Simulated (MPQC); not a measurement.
**UB3LYP/3-21G run of BHF2 (SMILES FBF)**

Aim: the energy change on altering one bond length of BHF2 at UB3LYP/3-21G, from 2 runs. 

The calculation is run with MPQC 2.3.1.

1 further run of the same task is left out (set aside as unsound or not needed).

## (1) The structure to begin with

BHF2 has 4 atoms, charge 0, and is taken as a singlet. As SMILES, `FBF`. The coordinates come from a PBE0-D4/def2-TZVP relaxation.

Bond lengths: F1–B2 1.313 Å, B2–F3 1.313 Å, B2–H4 1.191 Å. Angles: F1–B2–F3 118.1°, F1–B2–H4 121.0°, F3–B2–H4 121.0°.

## (2) Energy and forces at UB3LYP/3-21G

job.in reads:

```
% BF2H UKS
memory: 1000000000
molecule: (bohr)
  F      2.18131087     0.86341587    -0.68389188
  B     -0.00359048    -0.05858151     0.04762110
  F     -2.07000600     0.99909820    -0.82940080
  H     -0.10771439    -1.80393256     1.46567158
checkpoint: no
basis: 3-21G
symmetry: c1
gradient: yes
method: UKS (xc = B3LYP grid = medium)
```

The run is started by

```
$ mpqc job.in > job.out
```

The program printed:

```text
MPQC: Massively Parallel Quantum Chemistry
                                   Version 2.3.1

  Using IntegralV3 by default for molecular integrals evaluation

      USCF::init: total charge = 0

      alpha = [ 12 ]
      beta  = [ 12 ]

  USCF::init: total charge = 0

  alpha = [ 12 ]
  beta  = [ 12 ]

  Molecular formula HBF2

  MPQC options:
    matrixkit     = <ReplSCMatrixKit>
    restart       = no
    checkpoint    = no
    savestate     = no
    do_energy     = yes
    do_gradient   = yes
    optimize      = no
    write_pdb     = no
    print_mole    = yes
    print_timings = yes

  SCF::compute: energy accuracy = 1.0000000e-08

  nuclear repulsion energy =   61.8885546930

  Projecting guess wavefunction into the present basis set

      SCF::compute: energy accuracy = 1.0000000e-06

      nuclear repulsion energy =   61.8885546930

      Starting from core Hamiltonian guess

      Using symmetric orthogonalization.
      n(basis):            16
      Maximum orthogonalization residual = 1.85269
      Minimum orthogonalization residual = 0.289419
      Beginning iterations.  Basis is STO-3G.
      iter     1 energy = -220.4634875551 delta = 5.34615e-01
      iter     2 energy = -221.0715226793 delta = 1.05493e-01
      iter     3 energy = -221.1289983474 delta = 4.08762e-02
      iter     4 energy = -221.1340991592 delta = 1.32792e-02
      iter     5 energy = -221.1344805502 delta = 3.30169e-03
      iter     6 energy = -221.1345668876 delta = 1.64081e-03
      iter     7 energy = -221.1345744991 delta = 5.10223e-04
      iter     8 energy = -221.1345749041 delta = 1.29160e-04
      iter     9 energy = -221.1345748967 delta = 3.02710e-05
      iter    10 energy = -221.1345749050 delta = 6.88616e-06
      iter    11 energy = -221.1345942857 delta = 1.50616e-06

      <S^2>exact = 0.000000
      <S^2>      = -0.000000

      total scf energy = -221.1345942857

      Projecting the guess density.

        The number of electrons in the guess density = 12
        Using symmetric orthogonalization.
        n(basis):            29
        Maximum orthogonalization residual = 3.15533
        Minimum orthogonalization residual = 0.0423497
        The number of electrons in the projected density = 11.9363

      Projecting the guess density.

        The number of electrons in the guess density = 12
        The number of electrons in the projected density = 11.9363

  Beginning iterations.  Basis is 3-21G.
  Integrated electron density error = 0.004933735595
  iter     1 energy = -223.8016640180 delta = 2.38004e-01
  Integrated electron density error = 0.003676132990
  iter     2 energy = -223.9782149423 delta = 4.59790e-02
  Integrated electron density error = 0.004309887301
  iter     3 energy = -224.0192324896 delta = 1.60720e-02
  Integrated electron density error = -0.000094701070
  iter     4 energy = -224.0293280834 delta = 6.19761e-03
  Integrated electron density error = -0.000094592290
  iter     5 energy = -224.0295450249 delta = 1.75293e-03
  Integrated electron density error = 0.000015806309
  iter     6 energy = -224.0296256051 delta = 3.26779e-04
  Integrated electron density error = 0.000015822346
  iter     7 energy = -224.0296284800 delta = 9.91212e-05
  Integrated electron density error = 0.000015823687
  iter     8 energy = -224.0296287891 delta = 4.11528e-05
  Integrated electron density error = 0.000015824007
  iter     9 energy = -224.0296288125 delta = 1.31183e-05
  Integrated electron density error = 0.000015823934
  iter    10 energy = -224.0296288142 delta = 4.78099e-06
  Integrated electron density error = 0.000015823869
  iter    11 energy = -224.0296248977 delta = 1.67458e-06
  Integrated electron density error = 0.000015823832
  iter    12 energy = -224.0296248977 delta = 5.41860e-07
  Integrated electron density error = 0.000015823883
  iter    13 energy = -224.0296248980 delta = 4.04458e-07
  Integrated electron density error = 0.000015823859
  iter    14 energy = -224.0296248983 delta = 1.16662e-07
  Integrated electron density error = 0.000015823817
  iter    15 energy = -224.0296248986 delta = 3.38390e-07
  Integrated electron density error = 0.000015823826
  iter    16 energy = -224.0296249043 delta = 2.21663e-06
  Integrated electron density error = 0.000015823859
  iter    17 energy = -224.0296249049 delta = 4.77962e-07
  Integrated electron density error = 0.000015823862
  iter    18 energy = -224.0296249053 delta = 1.61419e-07
  Integrated electron density error = 0.000015823858
  iter    19 energy = -224.0296249054 delta = 3.99379e-08

  <S^2>exact = 0.000000
  <S^2>      = -0.000000

  total scf energy = -224.0296249054

  SCF::compute: gradient accuracy = 1.0000000e-06

  Integrated electron density error = 0.000015823354
  Total Gradient:
       1   F  -0.0307798642  -0.0135175103   0.0111665672
       2   B   0.0013361041   0.0305199583  -0.0251079337
       3   F   0.0295489899  -0.0151168866   0.0124106809
       4   H  -0.0001052299  -0.0018855614   0.0015306855
Value of the MolecularEnergy: -224.0296249054

  Gradient of the MolecularEnergy:
      1   -0.0307798642
      2   -0.0135175103
      3    0.0111665672
      4    0.0013361041
      5    0.0305199583
      6   -0.0251079337
      7    0.0295489899
      8   -0.0151168866
      9    0.0124106809
     10   -0.0001052299
     11   -0.0018855614
     12    0.0015306855

  Unrestricted Kohn-Sham (UKS) Parameters:
    Function Parameters:
      value_accuracy    = 9.756003e-09 (1.000000e-08) (computed)
      gradient_accuracy = 9.756003e-07 (1.000000e-06) (computed)
      hessian_accuracy  = 0.000000e+00 (1.000000e-04)

    Molecule:
      Molecular formula: HBF2
      molecule<Molecule>: (
        symmetry = c1
        unit = "bohr"
        {  n atoms                        geometry                     }={
           1     F [    2.1813108700     0.8634158700    -0.6838918800]
           2     B [   -0.0035904800    -0.0585815100     0.0476211000]
           3     F [   -2.0700060000     0.9990982000    -0.8294008000]
           4     H [   -0.1077143900    -1.8039325600     1.4656715800]
        }
      )
      Atomic Masses:
         18.99840   11.00931   18.99840    1.00783

    Electronic basis:
      GaussianBasisSet:
        nbasis = 29
        nshell = 11
        nprim  = 21
        name = "3-21G"
    Natural Population Analysis:
       n   atom    charge     ne(S)     ne(P)
        1    F   -0.412625  3.861327  5.551298
        2    B    0.985291  2.671934  1.342775
        3    F   -0.412600  3.861295  5.551305
        4    H   -0.160066  1.160066

    SCF Parameters:
      maxiter = 100
      density_reset_frequency = 10
      level_shift = 0.250000

    UnrestrictedSCF Parameters:
      charge = 0.0000000000
      nalpha = 12
      nbeta = 12
      alpha = [ 12 ]
      beta  = [ 12 ]

    Functional:
      Standard Density Functional: B3LYP
      Sum of Functionals:
        +0.2000000000000000 Hartree-Fock Exchange
        +0.8000000000000000
          Object of type SlaterXFunctional
        +0.7200000000000000
          Object of type Becke88XFunctional
        +0.1900000000000000
          Object of type VWN1LCFunctional
        +0.8100000000000001
          Object of type LYPCFunctional
    Integrator:
      RadialAngularIntegrator:
        Pruned medium grid employed
                               CPU Wall
mpqc:                         3.76 3.76
  NAO:                        0.00 0.00
  calc:                       3.74 3.74
    compute gradient:         0.72 0.72
      nuc rep:                0.00 0.00
      one electron gradient:  0.00 0.00
      overlap gradient:       0.00 0.00
      two electron gradient:  0.72 0.72
        grad:                 0.72 0.72
          integrate:          0.67 0.67
          two-body:           0.03 0.03
    vector:                   3.02 3.02
      density:                0.00 0.00
      evals:                  0.01 0.01
      extrap:                 0.01 0.01
      fock:                   2.96 2.96
        integrate:            2.89 2.89
      vector:                 0.02 0.02
        density:              0.00 0.00
        evals:                0.00 0.00
        extrap:               0.00 0.00
        fock:                 0.01 0.01
  input:                      0.02 0.02
```

It took 3.9 s on 1 thread of Arm Neoverse N1, shared host.

## (3) The distorted shape at the same level

input.in reads:

```
% job: BF2H
memory: 1000000000
symmetry: c1
method: UKS (xc = B3LYP grid = medium)
basis: 3-21G
gradient: yes
checkpoint: no
molecule: (bohr)
  F  2.20213187 1.21241427 -0.96744340
  B  0.01723052 0.29041689 -0.23593042
  F  -2.04918499 1.34809660 -1.11295231
  H  -0.10771439 -1.80393256 1.46567158
charge: 0
```

The run is started by

```
$ mpqc input.in > input.out
```

The program printed:

```text
MPQC: Massively Parallel Quantum Chemistry
                                   Version 2.3.1

  Using IntegralV3 by default for molecular integrals evaluation

      USCF::init: total charge = 0

      alpha = [ 12 ]
      beta  = [ 12 ]

  USCF::init: total charge = 0

  alpha = [ 12 ]
  beta  = [ 12 ]

  Molecular formula HBF2

  MPQC options:
    matrixkit     = <ReplSCMatrixKit>
    restart       = no
    checkpoint    = no
    savestate     = no
    do_energy     = yes
    do_gradient   = yes
    optimize      = no
    write_pdb     = no
    print_mole    = yes
    print_timings = yes

  SCF::compute: energy accuracy = 1.0000000e-08

  nuclear repulsion energy =   61.1393717900

  Projecting guess wavefunction into the present basis set

      SCF::compute: energy accuracy = 1.0000000e-06

      nuclear repulsion energy =   61.1393717900

      Starting from core Hamiltonian guess

      Using symmetric orthogonalization.
      n(basis):            16
      Maximum orthogonalization residual = 1.78157
      Minimum orthogonalization residual = 0.325956
      Beginning iterations.  Basis is STO-3G.
      iter     1 energy = -220.3976115064 delta = 5.36307e-01
      iter     2 energy = -221.0355433863 delta = 1.07758e-01
      iter     3 energy = -221.0966418972 delta = 4.17794e-02
      iter     4 energy = -221.1023601568 delta = 1.39141e-02
      iter     5 energy = -221.1027972632 delta = 3.55892e-03
      iter     6 energy = -221.1028918583 delta = 1.69866e-03
      iter     7 energy = -221.1029010529 delta = 5.33949e-04
      iter     8 energy = -221.1029015809 delta = 1.35583e-04
      iter     9 energy = -221.1029015868 delta = 3.23756e-05
      iter    10 energy = -221.1029015861 delta = 7.58959e-06
      iter    11 energy = -221.1029209635 delta = 1.67782e-06

      <S^2>exact = 0.000000
      <S^2>      = -0.000000

      total scf energy = -221.1029209635

      Projecting the guess density.

        The number of electrons in the guess density = 12
        Using symmetric orthogonalization.
        n(basis):            29
        Maximum orthogonalization residual = 2.98246
        Minimum orthogonalization residual = 0.0680446
        The number of electrons in the projected density = 11.9361

      Projecting the guess density.

        The number of electrons in the guess density = 12
        The number of electrons in the projected density = 11.9361

  Beginning iterations.  Basis is 3-21G.
  Integrated electron density error = 0.005144482200
  iter     1 energy = -223.7753222336 delta = 2.38136e-01
  Integrated electron density error = 0.003838840407
  iter     2 energy = -223.9601953318 delta = 4.13194e-02
  Integrated electron density error = 0.004460189851
  iter     3 energy = -224.0000554591 delta = 1.59176e-02
  Integrated electron density error = -0.000091159861
  iter     4 energy = -224.0100650780 delta = 5.69610e-03
  Integrated electron density error = -0.000091117616
  iter     5 energy = -224.0102737557 delta = 1.45033e-03
  Integrated electron density error = 0.000011686393
  iter     6 energy = -224.0103535007 delta = 3.11436e-04
  Integrated electron density error = 0.000011696408
  iter     7 energy = -224.0103565090 delta = 1.00849e-04
  Integrated electron density error = 0.000011697037
  iter     8 energy = -224.0103568095 delta = 4.12937e-05
  Integrated electron density error = 0.000011696773
  iter     9 energy = -224.0103568480 delta = 1.34947e-05
  Integrated electron density error = 0.000011696224
  iter    10 energy = -224.0103568533 delta = 5.18217e-06
  Integrated electron density error = 0.000011696092
  iter    11 energy = -224.0103383484 delta = 1.71127e-06
  Integrated electron density error = 0.000011696040
  iter    12 energy = -224.0103383485 delta = 5.74118e-07
  Integrated electron density error = 0.000011696078
  iter    13 energy = -224.0103383477 delta = 4.08420e-07
  Integrated electron density error = 0.000011696058
  iter    14 energy = -224.0103383471 delta = 1.77041e-07
  Integrated electron density error = 0.000011696027
  iter    15 energy = -224.0103383460 delta = 5.53720e-07
  Integrated electron density error = 0.000011695929
  iter    16 energy = -224.0103383297 delta = 3.84150e-06
  Integrated electron density error = 0.000011696004
  iter    17 energy = -224.0103383272 delta = 8.06816e-07
  Integrated electron density error = 0.000011696054
  iter    18 energy = -224.0103383269 delta = 2.70917e-07
  Integrated electron density error = 0.000011696056
  iter    19 energy = -224.0103383269 delta = 3.84770e-08
  Integrated electron density error = 0.000011696057
  iter    20 energy = -224.0103383269 delta = 1.46805e-08

  <S^2>exact = 0.000000
  <S^2>      = -0.000000

  total scf energy = -224.0103383269

  SCF::compute: gradient accuracy = 1.0000000e-06

  Integrated electron density error = 0.000011695605
  Total Gradient:
       1   F  -0.0287175470  -0.0096350225   0.0080289646
       2   B   0.0039255092   0.0739192448  -0.0603714083
       3   F   0.0279618039  -0.0111149907   0.0091433802
       4   H  -0.0031697661  -0.0531692315   0.0431990635
Value of the MolecularEnergy: -224.0103383269

  Gradient of the MolecularEnergy:
      1   -0.0287175470
      2   -0.0096350225
      3    0.0080289646
      4    0.0039255092
      5    0.0739192448
      6   -0.0603714083
      7    0.0279618039
      8   -0.0111149907
      9    0.0091433802
     10   -0.0031697661
     11   -0.0531692315
     12    0.0431990635

  Unrestricted Kohn-Sham (UKS) Parameters:
    Function Parameters:
      value_accuracy    = 4.823709e-09 (1.000000e-08) (computed)
      gradient_accuracy = 4.823709e-07 (1.000000e-06) (computed)
      hessian_accuracy  = 0.000000e+00 (1.000000e-04)

    Molecule:
      Molecular formula: HBF2
      molecule<Molecule>: (
        symmetry = c1
        unit = "bohr"
        {  n atoms                        geometry                     }={
           1     F [    2.2021318700     1.2124142700    -0.9674434000]
           2     B [    0.0172305200     0.2904168900    -0.2359304200]
           3     F [   -2.0491849900     1.3480966000    -1.1129523100]
           4     H [   -0.1077143900    -1.8039325600     1.4656715800]
        }
      )
      Atomic Masses:
         18.99840   11.00931   18.99840    1.00783

    Electronic basis:
      GaussianBasisSet:
        nbasis = 29
        nshell = 11
        nprim  = 21
        name = "3-21G"
    Natural Population Analysis:
       n   atom    charge     ne(S)     ne(P)
        1    F   -0.413451  3.860259  5.553192
        2    B    0.975157  2.713428  1.311416
        3    F   -0.413430  3.860228  5.553202
        4    H   -0.148276  1.148276

    SCF Parameters:
      maxiter = 100
      density_reset_frequency = 10
      level_shift = 0.250000

    UnrestrictedSCF Parameters:
      charge = 0.0000000000
      nalpha = 12
      nbeta = 12
      alpha = [ 12 ]
      beta  = [ 12 ]

    Functional:
      Standard Density Functional: B3LYP
      Sum of Functionals:
        +0.2000000000000000 Hartree-Fock Exchange
        +0.8000000000000000
          Object of type SlaterXFunctional
        +0.7200000000000000
          Object of type Becke88XFunctional
        +0.1900000000000000
          Object of type VWN1LCFunctional
        +0.8100000000000001
          Object of type LYPCFunctional
    Integrator:
      RadialAngularIntegrator:
        Pruned medium grid employed
                               CPU Wall
mpqc:                         3.88 3.88
  NAO:                        0.00 0.00
  calc:                       3.86 3.86
    compute gradient:         0.70 0.70
      nuc rep:                0.00 0.00
      one electron gradient:  0.00 0.00
      overlap gradient:       0.00 0.00
      two electron gradient:  0.70 0.70
        grad:                 0.70 0.70
          integrate:          0.66 0.66
          two-body:           0.03 0.03
    vector:                   3.15 3.16
      density:                0.00 0.00
      evals:                  0.01 0.01
      extrap:                 0.01 0.01
      fock:                   3.09 3.09
        integrate:            3.02 3.02
      vector:                 0.02 0.02
        density:              0.00 0.00
        evals:                0.00 0.00
        extrap:               0.00 0.00
        fock:                 0.01 0.01
  input:                      0.02 0.02
```

Run time: 4.2 s. Hardware: 1 thread of Arm Neoverse N1, shared host.

## (4) What came out

Level: UB3LYP/3-21G.

```
                                                         quantity          value
                                        first shape: total energy  -224.02962 Eh
                            first shape: largest force on an atom     2.033 eV/Å
                                    distorted shape: total energy  -224.01034 Eh
                        distorted shape: largest force on an atom     4.912 eV/Å
energy change with the B2–H4 bond stretched from 1.191 to 1.429 Å       0.525 eV
```

What this shows: With the B2–H4 bond stretched from 1.191 to 1.429 Å the energy rises by 0.52 eV (12.1 kcal/mol). The first shape isn't relaxed at this level, so the change isn't measured from a minimum. The largest force (first shape) is 2.03 eV/Å: the shape isn't a stationary point for this species at this level.
